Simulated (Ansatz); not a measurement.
Antifluorite Mg2Ge

Computed with BLYP in Ansatz (plane waves, PAW).

Settings: plane-wave cutoff 520 eV, 10×10×10 k mesh, Fermi–Dirac smearing 0.01 eV, scalar-relativistic PAW data made under PBE.

Cell: measured lattice: a = 6.385 Å, b = 6.385 Å, c = 6.385 Å, α = 90.00°, β = 90.00°, γ = 90.00°.

```
Item                                                      Value
-------------------------------------------  ------------------
band gap                                     0.45 eV (indirect)
smallest direct gap on the k points sampled             1.12 eV
```

Measured, for comparison: band gap 0.74 eV (temperature not stated, no zero-point or thermal correction, indirect, Γ–X; as tabulated in Ryu et al. (2019), arXiv:1905.06140).

Note: cell and atoms aren't relaxed at this level (pressure 2.0 GPa).

Spin–orbit coupling is not included.

Static lattice: no zero-point or thermal effects.

The result took roughly 11 core-seconds.

Ansatz is a program for electronic structure.
